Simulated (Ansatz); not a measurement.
# Worked example: BH4, doublet against BH$_{4}$⁺, singlet

All five atoms lie in one plane.

Geometry (PBE0/def2-TZVP stationary point of a singlet), kept for both states:

```xyz
5

B     0.0000    0.0000    0.0000
H    -0.0156    0.8614    0.8498
H    -0.0213   -0.8500    0.8612
H     0.0213    0.8500   -0.8612
H     0.0156   -0.8614   -0.8498
```

Basis aug-cc-pVDZ; Ansatz 0.2.0. Only valence electrons are correlated (noble-gas cores frozen). Prefix R: restricted or restricted open-shell reference; prefix U: unrestricted.

Full CI isn't at hand for all of this; UCCSDT(Q) serves as the reference, and is uncertain by about the last step of the cluster series.

Coupled cluster chose its determinant by trial CCSD, here up to 0.41 eV above the lowest Hartree–Fock solution of its kind, and MP2 stands on that determinant too.

| level | E(BH4⁺, singlet) (hartree) | E(BH4, doublet) (hartree) |
| --- | --- | --- |
| UMP2 | -26.665044 | -26.929275 |
| UCCSD(T) | -26.693976 | -26.960161 |
| PBE | -26.747130 | -27.024806 |
| r2SCAN | -26.777754 | -27.056074 |
| UCCSDT(Q) | -26.694730 | -26.961364 |

Task: Give the vertical gap, BH4 doublet less BH4⁺ singlet, at each level in eV (1 hartree = 27.2114 eV), and each error against UCCSDT(Q).

Result: UCCSDT(Q): (-26.961364 − (-26.694730)) × 27.2114 = -7.255 eV (the reference)
r2SCAN: (-27.056074 − (-26.777754)) × 27.2114 = -7.573 eV, error -0.318 eV
PBE: (-27.024806 − (-26.747130)) × 27.2114 = -7.556 eV, error -0.301 eV
UCCSD(T): (-26.960161 − (-26.693976)) × 27.2114 = -7.243 eV, error 0.012 eV
UMP2: (-26.929275 − (-26.665044)) × 27.2114 = -7.190 eV, error 0.065 eV

Total energies of functionals can't be set beside those of wave-function methods, since they hold the core's correlation and their own absolute errors; only the differences compare.

In so small a basis the reference is far from its limit while semilocal and hybrid functionals are nearer theirs, so the functionals' errors here hold much of the reference's basis and frozen-core error, which can add to them or hide them.

Each level lands on the state that its own search finds. T1 diagnostics of restricted CCSD: 0.007 and 0.014.
